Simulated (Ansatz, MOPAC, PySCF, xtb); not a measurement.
Dimer: NH3 (SMILES N) (first 4 atoms) with NH3 (SMILES N); geometry from A24 set.
(charge 0, multiplicity 1):
```xyz
8

N     -0.050    -1.587     0.000
H      0.123    -2.168     0.811
H      0.123    -2.168    -0.811
H      0.660    -0.862     0.000
N      0.050     1.587     0.000
H     -0.123     2.168     0.811
H     -0.660     0.862     0.000
H     -0.123     2.168    -0.811
```

Monomers are frozen at their geometry in the pair; levels with a basis set take the counterpoise correction.

The state that PM6 reach isn't checked.

The values were computed with Ansatz (Gaussian orbitals); MOPAC for PM6 (differences of heats of formation); PySCF for the dispersion terms; xtb for the GFN methods. Values without a source in brackets are computed.

Q: One of these levels gives -2.33 kcal/mol for the interaction energy. Which?
A. GFN-FF
B. PBE-D4/def2-TZVPPD
C. BLYP-D4/def2-TZVPPD
D. PM6

A: D, PM6. The others give -1.05 (GFN-FF), -3.38 (PBE-D4/def2-TZVPPD), -2.92 (BLYP-D4/def2-TZVPPD)

Ansatz is a first-principles code.
